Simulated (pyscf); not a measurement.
`[OH][Si]([F])([F])[F]` + `[F][CH2][F]` -> `[F][CH]([F])[Si]([F])([F])[F]` + `[OH2]`, a four-centre exchange (singlet surface; O–Si, C–H broken, C–Si, H–O formed). PySCF, gas phase, ωB97X-D3(BJ)/def2-SVP geometries. Energies in eV from the separated reactants.

Small-basis levels: PySCF, no dispersion term, spherical d functions. 

Problem. Quick SVWN5/6-31G* single points give ΔE‡ = 2.22 eV and ΔE = +1.50 eV. What does ωB97M-D3(BJ)/def2-TZVP give, and how far is the quick result from it?

Solution. ωB97M-D3(BJ)/def2-TZVP gives ΔE‡ = 3.18 eV and ΔE = +1.64 eV. SVWN5/6-31G* lies 0.96 eV under it in the barrier and 0.14 eV under it in the reaction energy, so on this step it does not hold to within 0.13 eV. ωB97M-D3(BJ)/def2-TZVP has limits of its own. On the product side the descent ends in an adduct with a O–Si contact (not fully relaxed), 0.28 eV under the separated species and 1.86 eV under the saddle at ωB97X-D3(BJ)/def2-TZVP. What is counted as broken (O–Si) persists as a longer contact in the product adduct; parting that adduct is a step of its own. This is the saddle that the search found; another between the same sides may lie lower.
